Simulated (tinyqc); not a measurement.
Extended Hueckel theory, for H3O+, step by step. The parameters take no account of the charge, which enters only through the electron count. One step of it, computed by the program tinyqc.

Question. Wolfsberg-Helmholz matrix. H_ij = K' S_ij (H_ii + H_jj)/2 for i != j (the diagonal keeps H_ii), with K' = 1.5.

overlap S:
```
           1O 2s     1O 2px     1O 2py     1O 2pz      2H 1s      3H 1s      4H 1s
1O 2s   1.000000   0.000000   0.000000   0.000000   0.420813   0.420979   0.420979
1O 2px  0.000000   1.000000   0.000000   0.000000   0.367339  -0.183588  -0.183588
1O 2py  0.000000   0.000000   1.000000   0.000000   0.000000   0.318291  -0.318291
1O 2pz  0.000000   0.000000   0.000000   1.000000  -0.035467  -0.035486  -0.035486
2H 1s   0.420813   0.367339   0.000000  -0.035467   1.000000   0.153716   0.153716
3H 1s   0.420979  -0.183588   0.318291  -0.035486   0.153716   1.000000   0.153614
4H 1s   0.420979  -0.183588  -0.318291  -0.035486   0.153716   0.153614   1.000000
```

diagonal H_ii (eV): 1O 2s -32.300000, 1O 2px -14.800000, 1O 2py -14.800000, 1O 2pz -14.800000, 2H 1s -13.600000, 3H 1s -13.600000, 4H 1s -13.600000

K = 1.500000

Give: H.

Answer.

H (eV):
```
          1O 2s   1O 2px   1O 2py   1O 2pz    2H 1s    3H 1s    4H 1s
1O 2s   -32.300    0.000    0.000    0.000  -14.486  -14.492  -14.492
1O 2px    0.000  -14.800    0.000    0.000   -7.824    3.910    3.910
1O 2py    0.000    0.000  -14.800    0.000    0.000   -6.780    6.780
1O 2pz    0.000    0.000    0.000  -14.800    0.755    0.756    0.756
2H 1s   -14.486   -7.824    0.000    0.755  -13.600   -3.136   -3.136
3H 1s   -14.492    3.910   -6.780    0.756   -3.136  -13.600   -3.134
4H 1s   -14.492    3.910    6.780    0.756   -3.136   -3.134  -13.600
```
